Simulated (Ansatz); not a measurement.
`O=CC#CF` + H₂ → `C#CC=O` + H–F at 500 K and 1 bar (hydrogenolysis of a C–F bond).

Isolated molecules relaxed with PBE0-D4/def2-TZVP in Ansatz; ΔE leaves out vibrations. CCSD(T)/CBS is the MP2 limit (def2-TZVPP, def2-QZVPP) plus CCSD(T) − MP2 in def2-TZVPP, frozen cores. This one scheme is used for every species.

```tsv
species	CCSD(T)/CBS energy (Eh)	H − E (kJ/mol)	S (J/(mol·K))
`O=CC#CF`	-289.59131	112.4	338.5
H₂	-1.17544	41.0	145.5
`C#CC=O`	-190.43458	126.4	310.8
H–F	-100.39570	39.4	188.7
```

H − E and S are ideal-gas, rigid-rotor, harmonic terms from PBE0-D4/def2-TZVP. The MP2-based limit puts H₂ 0.8 mEh under its directly extrapolated value; such offsets cancel only in part. 1 Eh = 2625.50 kJ/mol, R = 8.31446 J/(mol·K).

**Question.** By hand: ΔE, ΔH, ΔS and ΔG.

**Answer.** ΔE = (-190.43458) + (-100.39570) − (-289.59131) − (-1.17544) = -0.06353 Eh = -166.8 kJ/mol. Δ(H − E) = 126.4 + 39.4 − 112.4 − 41.0 = 12.4, so ΔH = -154.4 kJ/mol. ΔS = 310.8 + 188.7 − 338.5 − 145.5 = 15.5 J/(mol·K). ΔG = -154.4 − 500 × (15.5)/1000 = -162.2 kJ/mol.

**Question.** By hand: the equilibrium constant, and the temperature at which ΔG would vanish if ΔH and ΔS stayed fixed.

**Answer.** log₁₀ K = −ΔG/(RT ln 10) = 16.9. ΔH and −TΔS have one sign here, so there is no such temperature.

ΔH outweighs TΔS. A doubt of 5 kJ/mol in ΔE shifts log₁₀ K by 0.5 here. These are equilibria of isolated gas molecules and say nothing of rates. Largest T1 diagnostic: 0.016 (customary marks: 0.02 for closed shells, 0.045 for open ones).
